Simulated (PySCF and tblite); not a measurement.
The numbers below are computed, except where a source is named.
C3H8O, numbered as in [CH3:1][CH2:2][CH2:3][OH:4]. The same 5 conformers on PBE0-D3(BJ)/def2-SVP geometries, with only the basis set of the single-point energies changed (functional PBE0, solvent none (gas phase), D3(BJ) where defined; PySCF).

Torsions listed: C1–C2–C3–O4, C2–C3–O4–H4. Of a mirror pair one member is shown.

| conformer | shape | symmetry | dipole D |
| --- | --- | --- | --- |
| 1 | -61°, 175° | C1 (pair) | 1.48 |
| 2 | -62°, 67° | C1 (pair) | 1.66 |
| 3 | -177°, -60° | C1 (pair) | 1.67 |
| 4 | 58°, 62° | C1 (pair) | 1.62 |

Not shown: 1 more, 11.7 % in all.

Energies (kcal/mol) above conformer 1 and its weight at 298.15 K (thermal terms from GFN2-xTB):

```
basis set  E(2) − E(1)  E(3) − E(1)  E(4) − E(1)  weight of 1 (%)
def2-TZVP        -0.09        -0.06        -0.10               25
   6-31G*        -0.38        -0.25        -0.52               18
 def2-SVP        -0.06         0.12        -0.35               25
  pcseg-1        -0.15         0.08        -0.39               23
 6-311G**        -0.22        -0.04        -0.45               21
def2-SVPD            ?            ?            ?                ?
  pcseg-2        -0.09        -0.10        -0.04               25
```

What does def2-SVPD give?

E(2) − E(1) = 0.07 kcal/mol, E(3) − E(1) = 0.06 kcal/mol, E(4) − E(1) = 0.07 kcal/mol, weight of conformer 1 29 %.

How much does the choice of basis set matter?

The widest range is that of E(4) − E(1), which runs from -0.52 (6-31G*) to 0.07 kcal/mol (def2-SVPD), a spread of 0.60, against RT = 0.59. Some levels give another conformer the largest weight.
